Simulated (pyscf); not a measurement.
SH• + silane (SiH₄) → H₂S + silyl (SiH₃•) (hydrogen abstraction; doublet surface; H–Si broken, H–S formed). Single points on ωB97X-D3(BJ)/def2-SVP structures (PySCF, gas phase). Correlated levels are frozen-core, on RHF or UHF. ΔMP2 is the change of the MP2 total energy from the triple- to the quadruple-zeta basis. Energies in kcal/mol from the separated reactants.

```tsv
level	barrier	reaction energy
PBE/def2-TZVP	-3.6	-2.7
r²SCAN/def2-TZVP	-0.4	-1.4
B3LYP-D3(BJ)/def2-TZVP	1.9	+1.6
PBE0-D3(BJ)/def2-TZVP	-0.3	-1.1
M06-2X/def2-TZVP	4.2	-0.5
CCSD(T)/def2-TZVPP	7.3	+1.5
CCSD(T)/def2-TZVPP + ΔMP2(QZVPP)	6.3	+1.1
```

Of the functionals in the table, M06-2X is closest to CCSD(T)/def2-TZVPP + ΔMP2(QZVPP) in the barrier (2.1 kcal/mol apart) and PBE least close (9.8 kcal/mol); that level has limits of its own. At PBE, r²SCAN, PBE0-D3(BJ) this geometry lies under the reactants; that is no barrier but a single point on another level's saddle; such a level's own saddle, if it has one, lies nearer that side and is low. At PBE this geometry lies under the product side: in single points on another level's saddle the reverse barrier vanishes, and the forward threshold there is about the reaction energy. One saddle was located; it need not be the lowest between these sides. The angle at the transferred H is 166°. The CCSD(T) − MP2 part came from Ansatz, without density fitting, on the same reference. Left out: the spin-orbit lowering of SH.
